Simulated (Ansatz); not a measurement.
Computed with frozen-core CCSD(T)/cc-pVTZ // PBE-D3(BJ)/def2-SVP (Ansatz, a program for electronic structure).

Ansatz 0.2 input:
```yaml
crystal:
  periodic: [false, false, false]
  atoms:
    - { symbol: C, position_ang: [-0.343173, -0.004882, 0.005551] }
    - { symbol: O, position_ang: [0.938404, -0.17867, -0.558204] }
    - { symbol: H, position_ang: [-1.08733, -0.292244, -0.765143] }
    - { symbol: H, position_ang: [-0.566309, 1.050983, 0.29891] }
    - { symbol: H, position_ang: [-0.532407, -0.648946, 0.900016] }
    - { symbol: H, position_ang: [1.590815, 0.073759, 0.118871] }
basis:
  gaussian: { orbitals: cc-pVTZ }
correlation:
  method: ccsd_t
```

Output:

```
Functional definition: HF
663 factors; integrals over basis functions are off by at most 9.8e-4 eV
mean field evaluation 1: about -3130.0240 eV, gradient 2.9e1 eV
mean field evaluation 2: about -3130.0246 eV, gradient 2.9e1 eV
mean field evaluation 4: about -3131.6463 eV, gradient 2.6e0 eV
mean field evaluation 8: about -3131.6656 eV, gradient 9.4e-5 eV
mean field evaluation 16: about -3131.6646 eV, gradient 5.4e-1 eV
mean field -3131.66561928 eV, -115.0865887892 hartree, gradient 1.2e-6 eV, S^2 0.000000; 0 other end points of the search recorded, 0 dependent functions left out
2 core orbitals not correlated
reference -3131.66561928 eV, -115.0865887892 hartree; 7, 7 occupied and 107, 107 virtual orbitals, 663 factors
second order -11.68469802 eV of doubles, -0.00000000 eV of singles
cycle   1  -11.87719531 eV  change   -1.9e-1 eV  update   6.1e-2
cycle   2  -12.14662573 eV  change   -2.7e-1 eV  update   1.7e-2
cycle   3  -12.19339468 eV  change   -4.7e-2 eV  update   7.1e-3
cycle   4  -12.19027460 eV  change    3.1e-3 eV  update   1.5e-3
cycle   5  -12.19094641 eV  change   -6.7e-4 eV  update   5.6e-4
cycle   6  -12.19118182 eV  change   -2.4e-4 eV  update   1.6e-4
cycle   7  -12.19110485 eV  change    7.7e-5 eV  update   5.9e-5
cycle   8  -12.19110393 eV  change    9.1e-7 eV  update   2.2e-5
cycle   9  -12.19110462 eV  change   -6.9e-7 eV  update   6.0e-6
perturbative correction -0.40783703 eV, -0.0149877343 hartree
Total energy: -3144.26456092 eV, -115.5495913548 hartree
```

Cost: very roughly 6 core-seconds.
